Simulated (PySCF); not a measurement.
**Highest orbital energy against ionisation energy along group 13**

Calculated with PySCF 2.14, no spin-orbit coupling. Each cell gives −ε(HOMO) / ΔSCF in eV; NIST values include spin-orbit coupling, (s) semi-empirical, (t) theoretical.

```
                                                          species            UHF            LDA            PBE           PBE0         r2SCAN  NIST (lowest levels)
                                B (def2-TZVPPD, non-relativistic)  8.674 / 8.042  4.097 / 8.638  4.153 / 8.670  5.366 / 8.646  4.575 / 8.766                 8.298
                               Al (def2-TZVPPD, non-relativistic)  5.931 / 5.595  2.966 / 6.022  3.045 / 6.064  3.880 / 6.083  3.328 / 6.162                 5.986
                               Ga (def2-TZVPPD, non-relativistic)  5.847 / 5.548  2.885 / 6.049  2.890 / 5.974  3.754 / 5.997  3.180 / 6.123                 5.999
In (def2-TZVPPD with the def2 core potential (28 electrons), ECP)  5.477 / 5.216  2.845 / 5.710  2.810 / 5.584  3.584 / 5.616  3.043 / 5.705                 5.786
Tl (def2-TZVPPD with the def2 core potential (60 electrons), ECP)  5.237 / 5.010  2.754 / 5.582  2.680 / 5.421  3.425 / 5.438  2.898 / 5.498                 6.108
```

Question: How far is −ε(HOMO) from ΔSCF on average for each method, and why?

Answer: UHF 0.35 eV; LDA -3.29 eV; PBE -3.23 eV; PBE0 -2.35 eV; r2SCAN -3.05 eV. Hartree-Fock orbital energies lack relaxation and so exceed the ΔSCF value; semilocal functionals have convex E(N) from self-interaction, so their HOMO lies far too high; exact exchange moves hybrids part of the way back.
